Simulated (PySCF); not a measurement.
# 3-butenenitrile, C$_{4}$H$_{5}$N

Geometry:
```csv
atom,x (Å),y (Å),z (Å)
C1,-1.611,-0.372,-0.085
C2,-0.466,-0.120,0.517
C3,0.672,0.622,-0.129
C4,1.830,-0.234,-0.222
N5,2.737,-0.926,-0.286
H6,-1.809,-0.053,-1.096
H7,-2.404,-0.906,0.409
H8,-0.282,-0.454,1.529
H9,0.398,0.953,-1.134
H10,0.944,1.496,0.473
```

Theory: GIAO HSE06/6-311+G(2d,p) magnetisability, rotational g tensor and spin-rotation constants, non-relativistic, gas phase in PySCF. Geometry: GFN2-xTB.

Problem. Give the nuclear spin-rotation constants along the inertial axes (H = +C I·J) beside the isotropic shieldings.

Solution. Rotational constants 18.0644, 2.7729, 2.6234 GHz. A star marks the isotopologue with that one atom substituted, in its own axes.
```tsv
atom	isotope	Caa (kHz)	Cbb (kHz)	Ccc (kHz)	mean (kHz)	σ (ppm)
N5	14N	1.342	0.471	0.568	0.794	-22.3
H6	1H	-1.885	-0.260	0.175	-0.657	26.5
H7	1H	-0.142	-0.117	-0.213	-0.157	26.5
H8	1H	-1.918	-0.235	0.189	-0.655	25.7
H9	1H	-1.963	-0.264	0.050	-0.726	28.9
H10	1H	-2.016	-0.036	-0.151	-0.735	28.8
C1	13C*	5.116	0.658	0.974	2.250	63.9
C2	13C*	5.396	0.715	1.051	2.387	51.7
C3	13C*	2.550	0.409	0.395	1.118	164.5
C4	13C*	2.129	0.887	1.174	1.396	67.7
```
For the geometry as given, no vibrational averaging.
